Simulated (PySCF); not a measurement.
Species: 4-methylthiazole, C4H5NS.
Geometry (GFN2-xTB, Å), atoms numbered from 1 in this order:
```xyz
11
C4H5NS angstrom
C     -1.6667   -0.1007    0.0135
C     -0.1819    0.0058    0.0012
C      0.5495    1.1455    0.1483
S      2.2352    0.8075    0.0696
C      1.8221   -0.8640   -0.1567
N      0.5690   -1.1166   -0.1694
H     -2.1193    0.8759    0.1585
H     -2.0123   -0.5246   -0.9274
H     -1.9810   -0.7684    0.8135
H      0.2051    2.1487    0.2963
H      2.5858   -1.6063   -0.2735
```

NICS is the negative of the GIAO shielding at a point without a nucleus: at the ring centre (0) and 1 Å above and below it (1); zz is the component along the ring normal. Level: GIAO PBE0/pcSseg-1 (PySCF, non-relativistic, gas phase) on the GFN2-xTB geometry, one conformer.

Ring bond lengths (Å), with Mayer bond orders in brackets: C2–C3 1.362 (1.52), C3–S4 1.721 (1.19), S4–C5 1.737 (1.15), C5–N6 1.278 (1.70), N6–C2 1.361 (1.26).

Problem. What do the NICS probes read (ppm)?

Solution. 
```
          ring                                                     type  NICS(0)  NICS(1), two faces  NICS(1)zz, two faces  rms pucker (Å)  centre to ring atoms, mean (Å)
C2–C3–S4–C5–N6  5-membered ring with N and S; formal bonds all aromatic    -12.5       -12.0 / -12.0         -28.4 / -28.3            0.00                            1.26
```

Problem. What do they say, and how far can they be read as aromaticity?

Solution. 
- C2–C3–S4–C5–N6: mean NICS(1)zz -28.3 ppm, shielded. The ring is flat and has no four-coordinate atom; by the NICS criterion it is aromatic.

Problem. How equal are the bonds by HOMA? HOMA takes Krygowski's 1993 parameters.

Solution. 
- C2–C3–S4–C5–N6: HOMA 0.79; the largest term is that of S4–C5, α(R − Ropt)² = 0.33. The geometric and the magnetic index point the same way.

Problem. At the second NICS(1) probe listed for ring C2–C3–S4–C5–N6, 1 Å off the ring, what do the in-plane components average?

Solution. The isotropic value is a third of the trace: (3 × -12.0 − (-28.3))/2 = -3.8 ppm.
